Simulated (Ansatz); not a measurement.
Input file:

```yaml
crystal:
  periodic: [false, false, false]
  atoms:
    - {symbol: Sb, position_ang: [0.000000, -0.013638, 0.000000]}
    - {symbol: H, position_ang: [0.000000, 0.823741, -1.468803]}
    - {symbol: H, position_ang: [0.000000, 0.823741, 1.468803]}
basis:
  gaussian: {orbitals: def2-SVP}
total_charge: 1
magnetization: {spin_polarized: false}
correlation: {method: ccsd_t, electrons: outside_noble_gas}
accuracy: high
output: {forces: true}
```

```sh
$ ansatz run in.yaml --threads 1 --pin off --events-out ev --progress --plain --max-ram 2393MiB
```

Log:

```
822 factors; integrals over basis functions are off by at most 2.8e-9 eV
mean field evaluation 1: about -6532.4760 eV, gradient 6.8e0 eV
mean field evaluation 2: about -6532.4785 eV, gradient 6.8e0 eV
mean field evaluation 4: about -6532.6862 eV, gradient 2.4e-1 eV
mean field evaluation 8: about -6532.6859 eV, gradient 2.0e-3 eV
mean field evaluation 16: about -6532.6680 eV, gradient 1.6e0 eV
mean field -6532.68593781 eV, -240.0717802008 hartree, gradient 3.0e-8 eV, S^2 0.000000; 0 other end points of the search recorded, 0 dependent functions left out; unrestricted orbitals would lower it
9 core orbitals not correlated: weight in the atoms' cores, before any rotation towards them, 0.999 or more for the frozen orbitals, at most 0.000 for the correlated occupied ones
reference -6532.68593781 eV, -240.0717802008 hartree; 3, 3 occupied and 24, 24 virtual orbitals, 822 factors
second order -2.13287845 eV of doubles, -0.00000000 eV of singles
cycle   1  -2.59466739 eV  change   -4.6e-1 eV  update   6.2e-2
cycle   2  -2.82219580 eV  change   -2.3e-1 eV  update   2.8e-2
cycle   3  -2.83261951 eV  change   -1.0e-2 eV  update   8.7e-3
cycle   4  -2.83488352 eV  change   -2.3e-3 eV  update   3.2e-3
cycle   5  -2.83455614 eV  change    3.3e-4 eV  update   1.4e-3
cycle   6  -2.83435687 eV  change    2.0e-4 eV  update   4.3e-4
cycle   7  -2.83457066 eV  change   -2.1e-4 eV  update   1.5e-4
cycle   8  -2.83450716 eV  change    6.3e-5 eV  update   5.5e-5
cycle   9  -2.83449597 eV  change    1.1e-5 eV  update   1.5e-5
cycle  10  -2.83450318 eV  change   -7.2e-6 eV  update   2.6e-6
cycle  11  -2.83450350 eV  change   -3.3e-7 eV  update   7.8e-7
cycle  12  -2.83450297 eV  change    5.3e-7 eV  update   2.3e-7
cycle  13  -2.83450281 eV  change    1.6e-7 eV  update   5.6e-8
cycle  14  -2.83450284 eV  change   -2.5e-8 eV  update   2.3e-8
cycle  15  -2.83450270 eV  change    1.4e-7 eV  update   5.9e-8
cycle  16  -2.83450268 eV  change    2.1e-8 eV  update   2.3e-8
cycle  17  -2.83450267 eV  change    7.0e-9 eV  update   5.9e-9
cycle  18  -2.83450267 eV  change    3.5e-9 eV  update   1.3e-9
cycle  19  -2.83450267 eV  change    1.2e-9 eV  update  4.0e-10
cycle  20  -2.83450267 eV  change  -9.4e-11 eV  update  1.1e-10
perturbative correction -0.05344051 eV, -0.0019639026 hartree
the calculation of the forces begins
Total energy: -6535.57388099 eV, -240.1779101553 hartree
Atom 0 at     0.000000    -0.013638     0.000000 Å, force     0.000000    -2.422653    -0.000000 eV/Å
Atom 1 at     0.000000     0.823741    -1.468803 Å, force    -0.000000     1.211327     0.183755 eV/Å
Atom 2 at     0.000000     0.823741     1.468803 Å, force    -0.000000     1.211327    -0.183755 eV/Å
Dipole moment:    -0.000000     0.206718    -0.000000 e Å
```

Forces (eV/Å):
```
Sb   0.000 -2.423  0.000
H    0.000  1.211  0.184
H    0.000  1.211 -0.184
```

Ran on 1 thread of Intel Xeon 6975P-C, shared host: 0.93 s wall, 0.15 GiB peak host memory.
